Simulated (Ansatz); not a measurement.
**Exact exchange and the electronic atomisation energy of BOF (fluoro(oxo)borane)**

BOF has 3 atoms, charge 0, and is taken as a singlet. As SMILES, `O=BF`. The shape is that of a PBE0-D4/def2-TZVP optimisation.

The electronic atomisation energy y, in eV, basis cc-pVTZ; a is the functional's share of exact exchange. Programs: Ansatz 0.2.0.

```
functional  program     a  y (eV)
      BLYP   Ansatz     0   15.81
    revPBE   Ansatz     0   15.52
     B3LYP   Ansatz   0.2   15.47
      PBE0   Ansatz  0.25   15.44
   r2SCAN0   Ansatz  0.25       ?
     BHLYP   Ansatz   0.5   14.54
```

**Question.** Fit y = c + s·a to the known rows and predict r2SCAN0.

**Answer.** 
1. Means of the 5 rows: a = 0.1900, y = 15.356.
2. Σ(Δa)² = 0.172, Σ(Δa·Δy) = -0.3642, so the slope is -0.3642/0.172 = -2.1174.
3. Intercept: 15.356 − (-2.1174) × 0.1900 = 15.758. The largest residual of the fit is 0.24.
4. r2SCAN0: 15.758 + (-2.1174) × 0.25 = 15.23 eV.

The run gave 15.04 eV, so the prediction is off by +0.19 eV, within the largest residual. The rows mix families of semi-local functionals, which the line can't see.
